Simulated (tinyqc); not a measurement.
Inside a calculation. Method: geometry optimisation on the UHF/sto-3g surface (energies and gradients from PySCF), for BH, spin multiplicity 3. Computed by tinyqc, a small Python program that keeps every step (integrals from PySCF). Settings: charge = 0, multiplicity = 3, basis = sto-3g, optimiser = bfgs, first Hessian = 0.6, largest step = 0.5, iteration cap = 30. Command: `OMP_NUM_THREADS=1 python tinyqc.py 22668 22669 out.jsonl` (the two numbers bound the seeds that draw the settings). One thread of a shared host (Intel(R) Xeon(R) Processor @ 2.60GHz), about 0.3 s of CPU time with the checks.

## Step 1: energy and gradient

positions at the start (bohr), order 1B, 2H:
$$\begin{pmatrix}
0.00000 & 0.00000 & 0.00000 \\
0.00000 & 0.00000 & 2.14295
\end{pmatrix}$$

Self-consistent energy and analytic gradient at these positions.

energy = -24.7511492 hartree

gradient (hartree/bohr), order 1B, 2H:
$$\begin{pmatrix}
0.0000000 & 0.0000000 & 0.0153612 \\
0.0000000 & 0.0000000 & -0.0153612
\end{pmatrix}$$

## Step 1: move

Quasi-Newton step p = -H^(-1) g (first H = 0.6 times the unit matrix); steps longer than 0.5 bohr are cut back.

positions after step 1 (bohr), order 1B, 2H:
$$\begin{pmatrix}
0.00000 & 0.00000 & -0.02560 \\
0.00000 & 0.00000 & 2.16855
\end{pmatrix}$$

## Step 2: energy and gradient

As before.

energy = -24.7514289 hartree

gradient (hartree/bohr), order 1B, 2H:
$$\begin{pmatrix}
0.0000000 & 0.0000000 & -0.0040486 \\
0.0000000 & 0.0000000 & 0.0040486
\end{pmatrix}$$

## Step 2: move

inverse Hessian in use (bohr^2/hartree):
$$\begin{pmatrix}
1.66667 & 0.00000 & 0.00000 & 0.00000 & 0.00000 & 0.00000 \\
0.00000 & 1.66667 & 0.00000 & 0.00000 & 0.00000 & 0.00000 \\
0.00000 & 0.00000 & 1.49284 & 0.00000 & 0.00000 & 0.17382 \\
0.00000 & 0.00000 & 0.00000 & 1.66667 & 0.00000 & 0.00000 \\
0.00000 & 0.00000 & 0.00000 & 0.00000 & 1.66667 & 0.00000 \\
0.00000 & 0.00000 & 0.17382 & 0.00000 & 0.00000 & 1.49284
\end{pmatrix}$$

Quasi-Newton step p = -H^(-1) g (the inverse Hessian comes from BFGS updates; coordinates in the order x, y, z of each atom); steps longer than 0.5 bohr are cut back.

positions after step 2 (bohr), order 1B, 2H:
$$\begin{pmatrix}
0.00000 & 0.00000 & -0.02026 \\
0.00000 & 0.00000 & 2.16321
\end{pmatrix}$$

## Convergence

Stop when the largest gradient component is below 3e-5 hartree/bohr. The inverse Hessian follows the BFGS update with s = step, y = change of gradient.

Course of the optimisation:
```
step  E (hartree)  largest gradient (hartree/bohr)
1     -24.7511492                         1.54e-02
2     -24.7514289                         4.05e-03
3     -24.7514517                         1.88e-04
4     -24.7514517                         2.46e-06
```

Final distances (angstrom):
```
pair   distance
2H-1B   1.15517
```

Converged in 4 steps.
